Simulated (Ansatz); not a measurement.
`NC(O)(O)F` → C• + F• + 4 H• + N• + 2 O•  (atomization)

Isolated molecules relaxed with PBE0-D4/def2-TZVP in Ansatz; ΔE leaves out vibrations. CBS: MP2 limit from def2 TZ/QZ plus the TZ coupled-cluster correction, frozen cores. This one scheme is used for every species, atoms too. DFT in def2-TZVPP. B3LYP here is the variant with VWN-RPA as its local correlation; programs differ in this. HSE06 is defined as in plane-wave codes. No spin–orbit coupling; open shells (•) take unrestricted orbitals. Spin–orbit coupling would lower the free atoms: a little for C, F, O. One conformer a species, not always the lowest.

| level | ΔE (kcal/mol) |
| --- | --- |
| PBE0-D4 | 821.9 |
| HSE06-D4 | 822.9 |
| ωB97X-V | 824.9 |
| ωB97M-V | 826.8 |
| PBE | 849.3 |
| B3LYP | 813.7 |
| BHLYP | 773.1 |
| HF/def2-TZVPP | 532.6 |

Task: What does CCSD(T)/CBS give? (Estimate.)

Result: Ansatz gave: +823.0 kcal/mol. The listed levels differ from it by -1.1, -0.1, 1.9, 3.8, 26.3, -9.3, -49.9, -290.4 kcal/mol.

Largest T1 diagnostic among the species: 0.011.

At CCSD(T), def2-SVP lies −53.4 kcal/mol from the extrapolated value and def2-TZVPP −27.2 kcal/mol: correlation converges slowly with the basis, and small sets miss more of it in the bonded molecule than in its fragments. From BLYP to BHLYP (50 % exact exchange), in def2-TZVPP and without D4, ΔE moves by −46.6 kcal/mol: exact exchange takes away binding that semilocal exchange gives to molecules. In def2-TZVPP, CCSD(T) changes the Hartree–Fock value by +263.3 kcal/mol (the triples alone add +16.6 kcal/mol) and MP2 by +289.1 kcal/mol; breaking electron pairs costs correlation energy, which Hartree–Fock lacks.

For atomizations the MP2-based limit and the directly extrapolated one differ by several kJ/mol either way, and by 10 to 25 for some Ge, Se and Sn compounds, so smaller differences from it don't rank the levels.
